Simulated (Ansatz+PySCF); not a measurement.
A calculation with PySCF 2.14.0.

```python
from pyscf import gto, scf, cc

mol = gto.M(atom="""
N 0.000000 0.000000 0.121580
H 1.450570 0.000000 -0.506600
H -0.467920 0.810470 -0.283700
H -0.467920 -0.810470 -0.283700
""", basis='6-31g', charge=0, spin=0)
mf = scf.RHF(mol)
mf.kernel()
mycc = cc.CCSD(mf, frozen=1).run()
et = mycc.ccsd_t()
print(mf.e_tot, mycc.e_corr, et, mycc.e_tot + et)
```

The script is written out from the run's settings.

The run gave:

```yaml
Converged: yes
Reference_energy: -56.05280 hartree
CCSD_correlation_energy: -0.15395 hartree
Triples_correction: -0.00317 hartree
Total_energy: -56.20992 hartree
```

Caution: bonds are stretched, where a single reference can fail.
